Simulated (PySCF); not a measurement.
Bonds (- single, = double, # triple, : aromatic): C1=C2 1.323 Å, C2-C3 1.498 Å, C2-C4 1.505 Å, C4-C5 1.530 Å. C1 carries H6, H7; C3 carries H8, H9, H10; C4 carries H11, H12; C5 carries H13, H14, H15. H6 is cis to C3; H7 is trans to C3.

[PySCF 2.14: shieldings: GIAO PBE0/pcSseg-1; GFN2-xTB structure; equivalent nuclei averaged; no solvent model; non-relativistic Hamiltonian; a single conformation]

References, each an isolated molecule treated in the same way: $^{13}$C (σref 186.93), $^{1}$H (σref 31.72) vs TMS.

```
      atoms   nucleus  count  δ (ppm)
         H7   $^{1}$H      1     5.03
  H8/H9/H10   $^{1}$H      3     1.87
         C5  $^{13}$C      1     17.6
         C2  $^{13}$C      1    157.4
         C1  $^{13}$C      1        ?
H13/H14/H15   $^{1}$H      3     1.12
         C3  $^{13}$C      1        ?
         C4  $^{13}$C      1     36.5
    H11/H12   $^{1}$H      2     2.07
         H6   $^{1}$H      1        ?
```

**Question.** Fill in the missing shifts.

**Answer.** 
- C1: 116.3 ppm, terminal =CH2 carbon; as expected for a trigonal carbon in a double bond
- C3: 24.3 ppm, allylic methyl carbon; a saturated carbon with 1 carbon neighbour and no heteroatom attached
- H6: 5.04 ppm, hydrogen on a terminal =CH2 carbon; attached to an sp2 carbon and in the plane of the double bond

Shifts are as computed. Against solution values, carbons near 30 ppm lie about +3 ppm off and those near 130 ppm about +5 ppm. Of 1211 compounds with measured shifts, 218 miss one by over three times the rms of a fit or turn the order of signals round; such compounds aren't used in these exercises.
